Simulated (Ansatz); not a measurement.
CaB6-type CaB6

These are PBE in Ansatz (PAW) values and carry that method's errors.

Settings: plane-wave cutoff 500 eV, 8×8×8 k mesh, gaussian smearing 0.02 eV, scalar-relativistic PAW data made under PBE.

Cell: relaxed at this level.

For CaB6-type CaB6, the equilibrium volume per atom comes out as 10.19 Å³/atom and the lattice constant a is 4.148 Å. The band gap is 0.07 eV (on the SCF k mesh).

Measured, for comparison: band gap 1 eV (temperature not stated, not corrected to a static lattice; as tabulated in Wu et al. (2004), arXiv:cond-mat/0401246); equilibrium volume per atom 10.22 Å³/atom, lattice constant a 4.151 Å (temperature not stated, not corrected to a static lattice; as tabulated in Singh (2010), arXiv:1009.1807). Computed (rounded) less measured: band gap -0.93 eV, equilibrium volume per atom -0.3 %, lattice constant a -0.1 %.

Static lattice: no zero-point or thermal effects.

The result took about 11 core-seconds (a rough figure).

Ansatz is a program for electronic structure.
